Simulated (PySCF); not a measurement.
# H2Al···H2Al: magnetic exchange

What do calculations give for the magnetic exchange of H2Al···H2Al?

Programs: PySCF 2.14.0, with routines of our own; each step states its level. All values are computed. Atoms count from 0.

### 1 The starting structure

6 atoms, charge 0, high-spin multiplicity 3; geometry from: GFN2-xTB fragments, placed rigidly.

The system (radical pair): H2Al···H2Al. The radical centres are 6.33 Å apart, tilted by 45 degrees; the spin sites are atoms 0, 1, 2 (1 unpaired) and atoms 3, 4, 5 (1 unpaired).

### 2 Magnetic exchange: CASSCF and SC-NEVPT2/def2-TZVP (2,2)

The job: settings as JSON, then the geometry in Å.

```
{"job": {"kind": "cas", "basis": "def2-TZVP", "active": "magnetic", "zfs": true}, "charge": 0, "high_spin_multiplicity": 3, "spin_sites": [[[0, 1, 2], 1], [[3, 4, 5], 1]]}
Al    -0.593900    -0.140800    -3.146000
H      0.740100     0.704300    -3.146000
H     -1.928200     0.704200    -3.146000
Al     0.106100    -0.140800     3.146000
H      1.309600     0.253600     2.202700
H      0.366200    -1.380400     4.089400
```

With the program's defaults for keys left out, this is: CASSCF and SC-NEVPT2/def2-TZVP spin states, gas phase.

Command:

```
$ OMP_NUM_THREADS=1 python exch_run.py task.json out
```

The driver reads the jobs from task.json and runs them one after another.

Output:

```text
start orbitals: natural orbitals of the high-spin HF determinant (converged)
active space: 2 electrons in 2 orbitals, 14 closed; orbitals optimised for multiplicities 3 1
macro   0  E = -486.0630768052  dE =  0.000e+00  |g| = 1.312e-02
macro   1  E = -486.0631627880  dE = -8.598e-05  |g| = 5.891e-03
macro   2  E = -486.0631870822  dE = -2.429e-05  |g| = 1.518e-03
macro   3  E = -486.0631876947  dE = -6.124e-07  |g| = 5.434e-04
macro   4  E = -486.0631878081  dE = -1.134e-07  |g| = 1.388e-04
macro   5  E = -486.0631878116  dE = -3.550e-09  |g| = 5.289e-05
CASSCF converged, mean energy = -486.0631878116
2S+1 = 3  root 0  E(CAS) = -486.06318834  E(NEVPT2) = -486.18734351  occupations 1.000 1.000
2S+1 = 1  root 0  E(CAS) = -486.06318729  E(NEVPT2) = -486.18734322  occupations 1.005 0.995
2S+1 = 1  root 1  E(CAS) = -485.77587131  E(NEVPT2) = -485.97983031  occupations 2.000 0.000
2S+1 = 1  root 2  E(CAS) = -485.77306192  E(NEVPT2) = -485.97722534  occupations 2.000 0.000
D(spin-spin) = -0.0095 cm-1, E/D = 0.002
D(spin-orbit) = 0.0000 cm-1, D(total) = -0.0095 cm-1, E/D = 0.002
```

Wall time 2.2 s (1 thread of Intel Xeon Platinum 8488C (Sapphire Rapids), shared host).

Key values:

| quantity | value |
| --- | --- |
| J (CASSCF) | 0 cm⁻¹ |
| J (NEVPT2) | 0 cm⁻¹ |
| low less high spin (NEVPT2) | 0.0 kcal/mol |
| diradical index y0 | 0.99 |
| zero-field D | -0.009 cm⁻¹ |

Mulliken spin populations of the high-spin state:

```csv
atom,value (e)
Al0,0.94
H1,0.03
H2,0.03
Al3,0.94
H4,0.03
H5,0.03
```

### 3 Magnetic exchange: HF/def2-TZVP

The job: settings as JSON, then the geometry in Å.

```
{"job": {"kind": "bs", "xc": "HF", "basis": "def2-TZVP", "rks": true}, "charge": 0, "high_spin_multiplicity": 3, "spin_sites": [[[0, 1, 2], 1], [[3, 4, 5], 1]]}
Al    -0.593900    -0.140800    -3.146000
H      0.740100     0.704300    -3.146000
H     -1.928200     0.704200    -3.146000
Al     0.106100    -0.140800     3.146000
H      1.309600     0.253600     2.202700
H      0.366200    -1.380400     4.089400
```

With the program's defaults for keys left out, this is: HF/def2-TZVP high-spin, broken-symmetry and restricted single points, gas phase.

Output:

```text
high-spin state, multiplicity 3
final grid: 45272 points
cycle   1  E = -486.0155911598  dE = -5.323e-01  |g| = 1.720e-01  |ddm| = 1.356e+00
cycle   2  E = -486.0564545615  dE = -4.086e-02  |g| = 6.303e-02  |ddm| = 4.207e-01
cycle   3  E = -486.0636951628  dE = -7.241e-03  |g| = 2.364e-02  |ddm| = 1.702e-01
cycle   4  E = -486.0648476056  dE = -1.152e-03  |g| = 8.077e-03  |ddm| = 6.920e-02
cycle   5  E = -486.0650406272  dE = -1.930e-04  |g| = 3.511e-03  |ddm| = 2.672e-02
cycle   6  E = -486.0650803826  dE = -3.976e-05  |g| = 1.399e-03  |ddm| = 1.225e-02
cycle   7  E = -486.0650869159  dE = -6.533e-06  |g| = 2.973e-04  |ddm| = 5.749e-03
cycle   8  E = -486.0650871915  dE = -2.756e-07  |g| = 7.786e-05  |ddm| = 1.203e-03
cycle   9  E = -486.0650872097  dE = -1.824e-08  |g| = 2.824e-05  |ddm| = 2.912e-04
cycle  10  E = -486.0650872129  dE = -3.206e-09  |g| = 1.184e-05  |ddm| = 9.727e-05
converged SCF energy = -486.0650872129

broken-symmetry state, M_S = 0, start: spins of the second site flipped
final grid: 45272 points
cycle   1  E = -486.0646933312  dE = -1.618e-03  |g| = 1.440e-02  |ddm| = 5.009e-02
cycle   2  E = -486.0649602446  dE = -2.669e-04  |g| = 7.019e-03  |ddm| = 1.941e-02
cycle   3  E = -486.0650642924  dE = -1.040e-04  |g| = 2.452e-03  |ddm| = 1.707e-02
cycle   4  E = -486.0650849930  dE = -2.070e-05  |g| = 6.966e-04  |ddm| = 9.464e-03
cycle   5  E = -486.0650866753  dE = -1.682e-06  |g| = 2.051e-04  |ddm| = 2.969e-03
cycle   6  E = -486.0650867785  dE = -1.033e-07  |g| = 7.071e-05  |ddm| = 7.414e-04
cycle   7  E = -486.0650867917  dE = -1.311e-08  |g| = 1.476e-05  |ddm| = 2.715e-04
cycle   8  E = -486.0650867922  dE = -5.234e-10  |g| = 4.223e-06  |ddm| = 3.543e-05
converged SCF energy = -486.0650867922

<S^2> high spin = 2.0078, broken symmetry = 1.0078
E(HS) - E(BS) = -0.09 cm-1
J_noodleman = 0.09 cm-1
J_unprojected = 0.05 cm-1
J_yamaguchi = 0.09 cm-1

restricted closed-shell singlet
final grid: 45272 points
cycle   1  E = -485.7135053903  dE =  7.838e-02  |g| = 4.761e-01  |ddm| = 2.124e+00
cycle   2  E = -485.7082600410  dE =  5.245e-03  |g| = 4.963e-01  |ddm| = 2.269e+00
cycle   3  E = -485.9001565861  dE = -1.919e-01  |g| = 1.653e-01  |ddm| = 1.201e+00
cycle   4  E = -485.9193996722  dE = -1.924e-02  |g| = 1.326e-01  |ddm| = 9.028e-01
cycle   5  E = -485.9339500458  dE = -1.455e-02  |g| = 4.227e-02  |ddm| = 2.640e-01
cycle   6  E = -485.9355214272  dE = -1.571e-03  |g| = 1.269e-02  |ddm| = 9.688e-02
cycle   7  E = -485.9357555298  dE = -2.341e-04  |g| = 3.062e-03  |ddm| = 4.981e-02
cycle   8  E = -485.9357888208  dE = -3.329e-05  |g| = 4.378e-03  |ddm| = 3.182e-02
cycle   9  E = -485.9358066052  dE = -1.778e-05  |g| = 1.156e-03  |ddm| = 1.267e-02
cycle  10  E = -485.9358077884  dE = -1.183e-06  |g| = 1.128e-04  |ddm| = 3.282e-03
cycle  11  E = -485.9358078121  dE = -2.373e-08  |g| = 4.052e-05  |ddm| = 5.158e-04
cycle  12  E = -485.9358078181  dE = -5.928e-09  |g| = 1.337e-05  |ddm| = 2.918e-04
converged SCF energy = -485.9358078181
```

Wall time 1.2 s (1 thread of Intel Xeon Platinum 8488C (Sapphire Rapids), shared host).

From this job:

```
                                                                           quantity          value
                                                                      J (Yamaguchi)         0 cm⁻¹
                                                      low less high spin, projected   0.0 kcal/mol
closed shell less high spin (no spin gap: the broken-symmetry state lies far lower)  81.1 kcal/mol
```

### 4 Magnetic exchange: B3LYP/def2-TZVP

The job: settings as JSON, then the geometry in Å.

```
{"job": {"kind": "bs", "xc": "B3LYP", "grid": 1, "basis": "def2-TZVP", "rks": true}, "charge": 0, "high_spin_multiplicity": 3, "spin_sites": [[[0, 1, 2], 1], [[3, 4, 5], 1]]}
Al    -0.593900    -0.140800    -3.146000
H      0.740100     0.704300    -3.146000
H     -1.928200     0.704200    -3.146000
Al     0.106100    -0.140800     3.146000
H      1.309600     0.253600     2.202700
H      0.366200    -1.380400     4.089400
```

With the program's defaults for keys left out, this is: B3LYP/def2-TZVP high-spin, broken-symmetry and restricted single points, gas phase.

Output:

```text
high-spin state, multiplicity 3
final grid: 22592 points
cycle   1  E = -487.1820530190  dE = -2.055e-02  |g| = 1.950e-02  |ddm| = 2.255e-01
cycle   2  E = -487.1824557543  dE = -4.027e-04  |g| = 6.734e-03  |ddm| = 6.019e-02
cycle   3  E = -487.1825098575  dE = -5.410e-05  |g| = 2.875e-03  |ddm| = 1.613e-02
cycle   4  E = -487.1825157597  dE = -5.902e-06  |g| = 6.435e-04  |ddm| = 4.382e-03
cycle   5  E = -487.1825163875  dE = -6.277e-07  |g| = 1.389e-04  |ddm| = 1.779e-03
cycle   6  E = -487.1825164357  dE = -4.826e-08  |g| = 3.364e-05  |ddm| = 4.538e-04
cycle   7  E = -487.1825164376  dE = -1.919e-09  |g| = 9.744e-06  |ddm| = 8.773e-05
converged SCF energy = -487.1825164376

broken-symmetry state, M_S = 0, start: spins of the second site flipped
final grid: 22592 points
cycle   1  E = -487.1824694673  dE = -8.566e-04  |g| = 5.651e-03  |ddm| = 5.190e-02
cycle   2  E = -487.1825213573  dE = -5.189e-05  |g| = 1.905e-03  |ddm| = 1.121e-02
cycle   3  E = -487.1825284725  dE = -7.115e-06  |g| = 5.648e-04  |ddm| = 5.080e-03
cycle   4  E = -487.1825287470  dE = -2.745e-07  |g| = 1.605e-04  |ddm| = 8.937e-04
cycle   5  E = -487.1825287869  dE = -3.991e-08  |g| = 2.603e-05  |ddm| = 4.892e-04
cycle   6  E = -487.1825287880  dE = -1.106e-09  |g| = 5.835e-06  |ddm| = 9.170e-05
converged SCF energy = -487.1825287880

<S^2> high spin = 2.0035, broken symmetry = 1.0035
E(HS) - E(BS) = 2.71 cm-1
J_noodleman = -2.71 cm-1
J_unprojected = -1.36 cm-1
J_yamaguchi = -2.71 cm-1

restricted closed-shell singlet
final grid: 22592 points
cycle   1  E = -484.5667269174  dE =  2.385e+00  |g| = 1.114e+00  |ddm| = 2.796e+00
cycle   2  E = -478.7978306599  dE =  5.769e+00  |g| = 2.251e+00  |ddm| = 5.551e+00
cycle   3  E = -484.6788132324  dE = -5.881e+00  |g| = 9.878e-01  |ddm| = 3.853e+00
cycle   4  E = -486.8784080547  dE = -2.200e+00  |g| = 4.185e-01  |ddm| = 3.328e+00
cycle   5  E = -486.8973955146  dE = -1.899e-02  |g| = 3.985e-01  |ddm| = 2.643e+00
cycle   6  E = -486.9417737736  dE = -4.438e-02  |g| = 2.667e-01  |ddm| = 3.953e-01
cycle   7  E = -486.9371506030  dE =  4.623e-03  |g| = 2.781e-01  |ddm| = 2.196e+00
cycle   8  E = -486.9544473250  dE = -1.730e-02  |g| = 2.504e-01  |ddm| = 2.190e+00
cycle   9  E = -486.9359762330  dE =  1.847e-02  |g| = 2.809e-01  |ddm| = 2.190e+00
cycle  10  E = -486.9304298875  dE =  5.546e-03  |g| = 2.930e-01  |ddm| = 5.063e-02
cycle  11  E = -486.9518641868  dE = -2.143e-02  |g| = 2.584e-01  |ddm| = 2.217e+00
cycle  12  E = -486.9432079594  dE =  8.656e-03  |g| = 2.737e-01  |ddm| = 9.762e-02
cycle  13  E = -486.9400943957  dE =  3.114e-03  |g| = 2.689e-01  |ddm| = 2.228e+00
cycle  14  E = -486.9075415601  dE =  3.255e-02  |g| = 3.549e-01  |ddm| = 2.266e+00
cycle  15  E = -486.9363205560  dE = -2.878e-02  |g| = 2.860e-01  |ddm| = 2.399e-01
cycle  16  E = -486.8896252509  dE =  4.670e-02  |g| = 3.855e-01  |ddm| = 2.282e+00
cycle  17  E = -486.9253613195  dE = -3.574e-02  |g| = 3.087e-01  |ddm| = 2.637e-01
cycle  18  E = -486.9278272779  dE = -2.466e-03  |g| = 3.029e-01  |ddm| = 2.391e-02
cycle  19  E = -486.9281526019  dE = -3.253e-04  |g| = 3.022e-01  |ddm| = 1.186e-02
cycle  20  E = -486.9439103868  dE = -1.576e-02  |g| = 2.676e-01  |ddm| = 1.501e-01
cycle  21  E = -487.0028052218  dE = -5.889e-02  |g| = 2.666e-01  |ddm| = 2.085e+00
cycle  22  E = -487.1392459913  dE = -1.364e-01  |g| = 4.050e-02  |ddm| = 1.139e+00
cycle  23  E = -487.0901183427  dE =  4.913e-02  |g| = 2.112e-01  |ddm| = 6.558e-01
cycle  24  E = -487.0302291872  dE =  5.989e-02  |g| = 2.704e-01  |ddm| = 3.442e-01
cycle  25  E = -487.0112436537  dE =  1.899e-02  |g| = 2.780e-01  |ddm| = 1.064e-01
cycle  26  E = -486.9784399195  dE =  3.280e-02  |g| = 2.864e-01  |ddm| = 1.959e-01
cycle  27  E = -487.1258072911  dE = -1.474e-01  |g| = 1.234e-01  |ddm| = 8.923e-01
cycle  28  E = -487.1404876348  dE = -1.468e-02  |g| = 1.269e-02  |ddm| = 3.322e-01
cycle  29  E = -487.1406376886  dE = -1.501e-04  |g| = 1.324e-03  |ddm| = 3.333e-02
cycle  30  E = -487.1406089419  dE =  2.875e-05  |g| = 5.716e-03  |ddm| = 1.076e-02
cycle  31  E = -487.1406367810  dE = -2.784e-05  |g| = 1.617e-03  |ddm| = 1.727e-02
cycle  32  E = -487.1406379771  dE = -1.196e-06  |g| = 1.130e-03  |ddm| = 1.122e-03
cycle  33  E = -487.1406391586  dE = -1.182e-06  |g| = 5.464e-05  |ddm| = 2.545e-03
cycle  34  E = -487.1406391613  dE = -2.643e-09  |g| = 1.078e-05  |ddm| = 1.550e-04
converged SCF energy = -487.1406391613
```

It took 7.1 s on 1 thread of Intel Xeon Platinum 8488C (Sapphire Rapids), shared host.

Key values:

```csv
quantity,value
J (Yamaguchi),-3 cm⁻¹
"low less high spin, projected",0.0 kcal/mol
closed shell less high spin (no spin gap: the broken-symmetry state lies far lower),26.3 kcal/mol
```

### 5 Magnetic exchange: B3LYP/def2-TZVP, X2C in dichloromethane, grid 4

The job: settings as JSON, then the geometry in Å.

```
{"job": {"kind": "bs", "xc": "B3LYP", "grid": 4, "basis": "def2-TZVP", "rks": true, "x2c": true, "solvent": "dichloromethane"}, "charge": 0, "high_spin_multiplicity": 3, "spin_sites": [[[0, 1, 2], 1], [[3, 4, 5], 1]]}
Al    -0.593900    -0.140800    -3.146000
H      0.740100     0.704300    -3.146000
H     -1.928200     0.704200    -3.146000
Al     0.106100    -0.140800     3.146000
H      1.309600     0.253600     2.202700
H      0.366200    -1.380400     4.089400
```

Level: B3LYP/def2-TZVP high-spin, broken-symmetry and restricted single points, scalar X2C, IEF-PCM dichloromethane.

Output:

```text
high-spin state, multiplicity 3
coarse grid: 5728 points
cycle   1  E = -487.9718082594  dE = -3.202e-01  |g| = 1.421e-01  |ddm| = 1.362e+00
cycle   2  E = -487.9864054406  dE = -1.460e-02  |g| = 6.859e-02  |ddm| = 3.762e-01
cycle   3  E = -487.9885819858  dE = -2.177e-03  |g| = 1.108e-02  |ddm| = 6.953e-02
cycle   4  E = -487.9886640569  dE = -8.207e-05  |g| = 2.620e-03  |ddm| = 1.919e-02
cycle   5  E = -487.9886740267  dE = -9.970e-06  |g| = 2.636e-04  |ddm| = 8.699e-03
final grid: 120216 points
cycle   6  E = -487.9844535198  dE = -1.662e-06  |g| = 9.274e-04  |ddm| = 4.480e-03
cycle   7  E = -487.9844536021  dE = -8.233e-08  |g| = 4.872e-04  |ddm| = 6.510e-04
cycle   8  E = -487.9844536283  dE = -2.611e-08  |g| = 1.952e-05  |ddm| = 1.454e-04
cycle   9  E = -487.9844536290  dE = -7.387e-10  |g| = 6.960e-06  |ddm| = 9.000e-05
converged SCF energy = -487.9844536290

broken-symmetry state, M_S = 0, start: spins of the second site flipped
final grid: 120216 points
cycle   1  E = -487.9844129551  dE = -8.054e-04  |g| = 5.394e-03  |ddm| = 5.131e-02
cycle   2  E = -487.9844591543  dE = -4.620e-05  |g| = 1.771e-03  |ddm| = 1.080e-02
cycle   3  E = -487.9844652933  dE = -6.139e-06  |g| = 4.477e-04  |ddm| = 4.859e-03
cycle   4  E = -487.9844654628  dE = -1.695e-07  |g| = 1.444e-04  |ddm| = 7.245e-04
cycle   5  E = -487.9844654926  dE = -2.980e-08  |g| = 1.986e-05  |ddm| = 4.418e-04
cycle   6  E = -487.9844654934  dE = -8.149e-10  |g| = 4.327e-06  |ddm| = 8.938e-05
converged SCF energy = -487.9844654934

<S^2> high spin = 2.0032, broken symmetry = 1.0032
E(HS) - E(BS) = 2.60 cm-1
J_noodleman = -2.60 cm-1
J_unprojected = -1.30 cm-1
J_yamaguchi = -2.60 cm-1

restricted closed-shell singlet
final grid: 120216 points
cycle   1  E = -487.8433867272  dE =  7.854e-02  |g| = 3.592e-01  |ddm| = 1.892e+00
cycle   2  E = -487.7529628792  dE =  9.042e-02  |g| = 5.852e-01  |ddm| = 2.686e+00
cycle   3  E = -487.8721501027  dE = -1.192e-01  |g| = 2.540e-01  |ddm| = 9.495e-01
cycle   4  E = -487.8591256806  dE =  1.302e-02  |g| = 2.916e-01  |ddm| = 2.401e+00
cycle   5  E = -487.8749647314  dE = -1.584e-02  |g| = 2.514e-01  |ddm| = 1.874e-01
cycle   6  E = -487.9021457621  dE = -2.718e-02  |g| = 1.950e-01  |ddm| = 2.102e+00
cycle   7  E = -487.9140517213  dE = -1.191e-02  |g| = 1.710e-01  |ddm| = 2.376e-01
cycle   8  E = -487.8980289000  dE =  1.602e-02  |g| = 2.235e-01  |ddm| = 2.091e-01
cycle   9  E = -487.9001368049  dE = -2.108e-03  |g| = 2.178e-01  |ddm| = 2.650e-02
cycle  10  E = -487.9372021962  dE = -3.707e-02  |g| = 7.534e-02  |ddm| = 6.430e-01
cycle  11  E = -487.9411044318  dE = -3.902e-03  |g| = 3.197e-02  |ddm| = 1.733e-01
cycle  12  E = -487.9417002434  dE = -5.958e-04  |g| = 1.705e-02  |ddm| = 5.639e-02
cycle  13  E = -487.9419403459  dE = -2.401e-04  |g| = 2.041e-03  |ddm| = 7.441e-02
cycle  14  E = -487.9419443087  dE = -3.963e-06  |g| = 1.262e-04  |ddm| = 9.309e-03
cycle  15  E = -487.9419443257  dE = -1.698e-08  |g| = 8.468e-05  |ddm| = 9.738e-04
cycle  16  E = -487.9419443346  dE = -8.870e-09  |g| = 1.603e-05  |ddm| = 3.852e-04
converged SCF energy = -487.9419443346
```

Wall time 21 s (1 thread of Intel Xeon Platinum 8488C (Sapphire Rapids), shared host).

In short:

```
                                                                           quantity          value
                                                                      J (Yamaguchi)        -3 cm⁻¹
                                                      low less high spin, projected   0.0 kcal/mol
closed shell less high spin (no spin gap: the broken-symmetry state lies far lower)  26.7 kcal/mol
```

### 6 Spin gaps side by side

J for H = −2J S1·S2; the gap is low spin less high spin (projected; unprojected where the broken-symmetry state collapsed; or NEVPT2):

```
step                                            level  geometry  J (cm⁻¹)  gap (kcal/mol)   time
   2             CASSCF and SC-NEVPT2/def2-TZVP (2,2)       one         0             0.0  2.2 s
   3                                     HF/def2-TZVP       one         0             0.0  1.2 s
   4                                  B3LYP/def2-TZVP       one        -3             0.0  7.1 s
   5  B3LYP/def2-TZVP, X2C in dichloromethane, grid 4       one        -3             0.0   21 s
```

CASSCF times leave out a start SCF that an earlier step had already made.

### 7 Summary of results

```
                                                                  quantity                                          value
                 J (CASSCF) (step 2, CASSCF and SC-NEVPT2/def2-TZVP (2,2))                                         0 cm⁻¹
                 J (NEVPT2) (step 2, CASSCF and SC-NEVPT2/def2-TZVP (2,2))                                         0 cm⁻¹
low less high spin (NEVPT2) (step 2, CASSCF and SC-NEVPT2/def2-TZVP (2,2))                                   0.0 kcal/mol
         diradical index y0 (step 2, CASSCF and SC-NEVPT2/def2-TZVP (2,2))                                           0.99
                                                                         J  -3 (B3LYP/def2-TZVP) to 0 cm⁻¹ (HF/def2-TZVP)
```

In words: The levels with a meaningful J range from no coupling to an antiferromagnetic one, from -3 to 0 cm⁻¹.
